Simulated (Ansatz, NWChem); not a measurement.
## A small benchmark: dipole moment

8 molecules with nitrogen; the dipole moment in D, computed less measured. Shapes, held fixed at every level: PBE0-D4/def2-TZVP. No vibrational averaging. Dipoles are compared by magnitude; molecules under 1 D, whose direction can flip, are left out. Programs: Ansatz 0.2.0, NWChem 7.3.0. Measured values: NIST CCCBDB.

Levels: A = r2SCAN-D4/def2-TZVPP; B = B3LYP/6-31G* (Cartesian functions); C = B3LYP-D4/def2-TZVPP.

```csv
molecule,measured,A,B,C
HCN (hydrogen cyanide),2.98,+0.04,-0.08,+0.05
HNC (hydrogen isocyanide),3.05,+0.09,-0.08,+0.03
CH3N (SMILES C=N),2.00,-0.04,-0.05,-0.01
C2F3N (cyanotrifluoromethane),1.33,+0.16,+0.15,+0.07
C2H5N (N-methylmethanimine),1.53,-0.10,-0.12,-0.06
C3H3NO (oxazole),1.50,+0.07,+0.05,+0.06
C2H7N (dimethylamine),1.03,-0.13,-0.04,-0.10
C4H5N (SMILES c1cc[nH]c1),1.84,+0.10,+0.10,+0.07
```

(1) Which level does best on this set, which worst, and which err to one side?

## Answers

(1) 
```json
{"level": "r2SCAN-D4/def2-TZVPP", "kind": "meta-GGA", "mean error": "+0.024", "mean absolute error": "0.091", "worst case": "C2F3N"}
{"level": "B3LYP/6-31G* (Cartesian functions)", "kind": "global hybrid", "mean error": "-0.009", "mean absolute error": "0.084", "worst case": "C2F3N"}
{"level": "B3LYP-D4/def2-TZVPP", "kind": "global hybrid", "mean error": "+0.014", "mean absolute error": "0.056", "worst case": "C2H7N"}
```

On this set B3LYP-D4/def2-TZVPP has the smallest mean absolute error and r2SCAN-D4/def2-TZVPP the largest. No level errs clearly to one side. The levels differ in basis as well as in method. The tabulated values of C2F3N, C4H5N are in doubt (older tables, estimates, or at odds with other calculations) and kept here. Over the 6 molecules whose values aren't doubted the mean absolute errors are A 0.078; B 0.070; C 0.052. The smallest two are near a tie. The largest two are near a tie. The set is small.
